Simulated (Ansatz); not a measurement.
CCl (charge -1): a ladder of basis sets, run with the Python package of Ansatz (0.2.0).

`run_basis.py`:
```python
import ansatz as az

LEVEL = "ccsd_t"
CHARGE = -1

geometry_ang = [
    ("C", (0.0, 0.0, 0.0)),
    ("Cl", (0.0, 0.0, 1.78)),
]
ccl = az.Crystal.molecule()
for symbol, xyz in geometry_ang:
    ccl = ccl.atom(symbol, xyz)

job = (
    ccl.calculation()
    .correlation(LEVEL)
    .charge(CHARGE)
    .spin("collinear", total=2)
)

energies = {}
for basis in ["cc-pVDZ", "cc-pVTZ"]:
    data = job.basis(gaussian=basis).run(threads=1, backend="cpu").report
    size = data["n_frozen"] + data["n_occupied"][0] + data["n_virtual"][0]
    energies[basis] = (data["reference_energy_ev"] / 27.211386246, data["free_energy_ev"] / 27.211386246)
    print(f"{basis:14s} {size:4d} orbitals  reference {energies[basis][0]:14.6f} Ha  total {energies[basis][1]:14.6f} Ha")

small, large = (energies[b][1] - energies[b][0] for b in ("cc-pVDZ", "cc-pVTZ"))
limit = (3 ** 3 * large - 2 ** 3 * small) / (3 ** 3 - 2 ** 3)
print(f"correlation energy: {small:.6f} and {large:.6f} Ha, extrapolated {limit:.6f} Ha")
print(f"share caught by the larger set: {100 * large / limit:.1f} %")
```

How far does the total energy move along this ladder of basis sets?

Against cc-pVDZ: cc-pVTZ -122.0 mHa. The last step alone is -121.98 mHa. From the first set to the last the time grows from 0.6 to 1.8 s.

The run itself:

```console
$ python run_basis.py
cc-pVDZ          32 orbitals  reference    -497.252722 Ha  total    -497.502386 Ha
cc-pVTZ          64 orbitals  reference    -497.281769 Ha  total    -497.624370 Ha
correlation energy: -0.249664 and -0.342601 Ha, extrapolated -0.381733 Ha
share caught by the larger set: 89.7 %
```

Reading the output:
- The drop along the ladder measures the basis error, and is no property of the molecule.
- The geometry is a force-field or estimated start, not a minimum of this method, and the last set is no limit. Much of the fall in a total is atomic energy, which cancels in bond and reaction energies.
- The species is open-shell (spin multiplicity 3).
- Inner cores stay frozen, so this is valence correlation.
- For Al to Cl the sets with a tight d function, cc-pV(X+d)Z, are usual.
- The spin state was assumed, and another may lie lower.
- An extrapolation from small basis sets is rough.
- Anions want diffuse functions, which this basis lacks.
- Timing: 2.9 s on 1 thread of Arm Neoverse V1, with other jobs on the host, peak memory 0.23 GiB.

(Lines on the test bed's own set-up are left out of the output.)
